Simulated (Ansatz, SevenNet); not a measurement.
**hcp Mg, bulk modulus B0**

Reference value: 38.6 GPa (measured, copied from a table, unchecked, extrapolated to 0 K and zero-point effects removed; as tabulated in Lejaeghere et al. (2013), arXiv:1204.2733).

```csv
level (code),value (GPa),cell (Å³/atom),error (%)
SevenNet-l3i5,36.8,22.92,-4.7
LDA (Ansatz),39.7,21.61,+2.8
BLYP (Ansatz),31.2,23.45,-19.2
PBE (Ansatz),36.0,22.95,-6.7
PBEsol (Ansatz),37.3,22.51,-3.4
revPBE (Ansatz),34.4,23.56,-10.9
RPBE (Ansatz),34.2,23.70,-11.4
PBE-D3(BJ) (Ansatz),39.9,21.72,+3.4
rVV10 (Ansatz),37.4,22.49,-3.1
r²SCAN (Ansatz),39.6,22.57,+2.6
r²SCAN+rVV10 (Ansatz),40.0,22.46,+3.6
```

Once the reference is moved by up to 10.0 % (a margin picked here for doubts on the reference and the settings) and values within 1.7 % count as equal, the nearest can be r²SCAN (+2.6 %), LDA (+2.8 %), rVV10 (-3.1 %), PBE-D3(BJ) (+3.4 %), PBEsol (-3.4 %), r²SCAN+rVV10 (+3.6 %), SevenNet-l3i5 (-4.7 %), PBE (-6.7 %), revPBE (-10.9 %) or RPBE (-11.4 %).

Each level is taken at its own relaxed cell. Cutoffs differ between the levels. Ansatz's density-functional and Hartree–Fock values are scalar-relativistic unless marked +SOC, with PAW data made under PBE.

Machine-learned potentials (SevenNet-l3i5) are trained on DFT data: a solid inside that data is no test of them.

Differences are worked out from the printed values.

Ansatz is a quantum-chemistry and plane-wave program.
